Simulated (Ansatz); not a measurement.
Al2ClH3, SMILES [AlH2][AlH][Cl], a composite energy at a relaxed geometry

Program: Ansatz 0.2.0, Python API.

Interactive session:
```pycon
>>> import ansatz as az
>>> from ase import Atoms
>>> import numpy as np
>>> atoms = Atoms(['Al', 'Al', 'Cl', 'H', 'H', 'H'], positions=[
...     (-0.8272, 0.1924, -0.9255),
...     (0.8079, -0.3858, 0.7812),
...     (1.3052, 1.0529, 2.366),
...     (-1.1829, -0.7871, -2.0957),
...     (-1.5746, 1.6642, -0.9023),
...     (1.5137, -1.8007, 0.7301),
... ])
>>> geometry = az.Crystal.molecule_from_ase(atoms)
>>> setup = geometry.calculation()
>>> setup = setup.basis(gaussian='def2-SVP').functional('r2scan')
>>> symbols = [site.symbol for site in geometry.cartesian_sites]
>>> start = np.array([site.position_ang for site in geometry.cartesian_sites], dtype=float)
>>> data = setup.relax(force_tolerance=0.01).run(threads=1).report
>>> end = np.array(data['positions_ang'])
>>> print('final positions (A) and the move of each atom')
final positions (A) and the move of each atom
>>> for symbol, xyz, old in zip(symbols, end, start):
...     print(f'{symbol:2s} {xyz[0]:10.5f} {xyz[1]:10.5f} {xyz[2]:10.5f}   {np.linalg.norm(xyz - old):7.4f}')
...
Al   -0.90370    0.24622   -0.96242    0.1006
Al    0.76711   -0.46254    0.87532    0.1281
Cl    2.08744    1.05687    1.57071    1.1155
H    -0.53674    0.12928   -2.51210    1.1961
H    -2.33886    0.84301   -0.59652    1.1627
H     0.96684   -1.87695    1.57882    1.0125
>>> minimum = az.Crystal.molecule()
>>> for symbol, place in zip(symbols, end):
...     minimum = minimum.atom(symbol, place.tolist())
...
>>> at_minimum = minimum.calculation()
>>> # MP2 extrapolated to the basis limit, plus the small-basis difference CCSD(T) - MP2
>>> level = lambda method, basis: at_minimum.basis(gaussian=basis).correlation(method).run(threads=1).report
>>> small, large, cluster = level('mp2', 'cc-pVDZ'), level('mp2', 'cc-pVTZ'), level('ccsd_t', 'cc-pVDZ')
>>> corr = lambda each: (each['free_energy_ev'] - each['reference_energy_ev']) / 27.211386246
>>> mp2_limit = (27 * corr(large) - 8 * corr(small)) / 19
>>> pieces = {'HF / cc-pVTZ': large['reference_energy_ev'] / 27.211386246, 'MP2 correlation, DZ-TZ limit': mp2_limit, 'CCSD(T) - MP2 / cc-pVDZ': corr(cluster) - corr(small)}
>>> for name, value in pieces.items():
...     print(f'{name:32s} {value:14.6f} Ha')
...
HF / cc-pVTZ                        -945.172322 Ha
MP2 correlation, DZ-TZ limit          -0.374046 Ha
CCSD(T) - MP2 / cc-pVDZ               -0.050806 Ha
>>> print(f'{"sum":32s} {sum(pieces.values()):14.6f} Ha')
sum                                 -945.597174 Ha
>>> print('T1 diagnostic', round(cluster['correlation']['coupled_cluster']['t1_diagnostic'], 4))
T1 diagnostic 0.0119
```

Caveats:
- Total energies depend on the basis set; only differences at equal settings carry meaning.
- The sum leaves out core correlation, relativity, the Hartree-Fock basis error and zero-point energy; a DZ-TZ extrapolation is rough.
- Inner cores stay frozen, so this is valence correlation.
- For Al to Cl the sets with a tight d function, cc-pV(X+d)Z, are usual.
- An extrapolation from small basis sets is rough.
- Hardware and time: 97 s on 1 thread of Arm Neoverse V1, with other jobs on the host, peak memory 0.31 GiB.
